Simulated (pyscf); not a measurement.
PySCF, gas phase, ωB97X-D3(BJ)/def2-SVP geometries.

### Question
For the elementary gas-phase step •HAs–AsH₂ + hydrogen (H₂) + silyl (SiH₃•) → H₂As–AsH₂ + silane (SiH₄) (singlet surface; H–H broken, As–H, H–Si formed), what barrier and reaction energy does ωB97M-D3(BJ)/def2-TZVP give, measured from the separated reactants?

### Answer
ΔE‡ = -0.56 eV, ΔE = -2.82 eV. Zero-point energy shifts the barrier by +0.22 eV. It is an addition across a multiple bond or ene-type step, with an imaginary mode of 805i cm⁻¹. On the reactant side the descent ends in an adduct with a As–Si contact (not fully relaxed), 1.83 eV under the separated species and 0.98 eV under the saddle at ωB97X-D3(BJ)/def2-TZVP. At ωB97M-D3(BJ) the saddle lies under the separated reactants, which points to a path from their complex (located at ωB97X-D3(BJ) alone). At ωB97X-D3(BJ) the barrier from the zero used here is -0.85 eV. This is the saddle that the search found; another between the same sides may lie lower. Elements up to Kr have no core potential and no relativistic terms here.
